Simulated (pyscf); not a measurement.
# Addition across a multiple bond or ene-type step: `[Cl][GaH][Cl]` + `[CH2]=[CH2]` -> `[CH3][CH2][Ga]([Cl])[Cl]`

Gas phase, singlet surface, charge 0. Bonds broken: Ga2–H4. Bonds formed: Ga2–C5, H4–C6. Single points on ωB97X-D3(BJ)/def2-SVP structures (PySCF, gas phase).

Transition state (Å):

```xyz
10

Cl     0.6228    -0.5559     2.2010
Ga    -0.8076    -0.5951     0.6001
Cl    -2.0276    -2.3122     0.1834
H     -1.7601     0.7656     0.6678
C      0.0151     0.1796    -1.1519
C     -0.9297     1.1686    -0.7706
H      1.0749     0.3784    -0.9716
H     -0.2418    -0.4923    -1.9752
H     -0.6026     2.0892    -0.2773
H     -1.9024     1.2297    -1.2683
```

One imaginary mode, 833i cm⁻¹; descent along it reached the two sides named, in the forms told below.

```
bond    change  reactant side (Å)  saddle  product side
------  ------  -----------------  ------  ------------
Ga2–H4  breaks              1.549   1.662           2.9
Ga2–C5   forms                2.6   2.085         1.946
H4–C6    forms                3.0   1.709         1.102
```

Electronic energies relative to the separated reactants (kJ/mol):

| level | barrier | reaction energy | reverse barrier |
|---|---|---|---|
| ωB97X-D3(BJ)/def2-TZVP | 53.0 | -155.1 | 208.1 |
| PBE/def2-TZVP | 54.9 | -139.7 | 194.6 |
| r²SCAN/def2-TZVP | 45.3 | -146.5 | 191.8 |
| B3LYP-D3(BJ)/def2-TZVP | 70.3 | -135.2 | 205.5 |
| PBE0-D3(BJ)/def2-TZVP | 44.2 | -157.2 | 201.4 |
| M06-2X/def2-TZVP | 52.9 | -147.4 | 200.3 |
| ωB97M-D3(BJ)/def2-TZVP | 69.2 | -138.4 | 207.6 |
| HF/def2-TZVP | 123.4 | -105.8 | 229.2 |

With ωB97M-D3(BJ)/def2-TZVP energies and thermal terms (ideal gas, 1 atm, RRHO with modes under 100 cm⁻¹ raised to 100, one conformer, R ln 2 for chiral ones without a mode under 150 cm⁻¹), in kJ/mol:

```csv
T (K),ΔH‡,ΔG‡,ΔH,ΔG
298,72.2,120.0,-120.9,-78.1
600,73.4,168.1,-119.1,-35.3
900,75.8,214.9,-116.1,+6.0
1200,78.4,260.9,-112.5,+46.2
```

On the reactant side the descent ends in a bound adduct (not fully relaxed), 54.5 kJ/mol under the separated species and 107.6 kJ/mol under the saddle at ωB97X-D3(BJ)/def2-TZVP. On the product side the descent ends in a point that may be a rotor saddle (no frequency run), 15.3 kJ/mol over the lowest minimum found and 192.8 kJ/mol under the saddle at ωB97X-D3(BJ)/def2-TZVP. At the saddle there is also a short C–Ga contact that neither side keeps. One saddle was located; it need not be the lowest between these sides. Elements up to Kr have no core potential and no relativistic terms here.
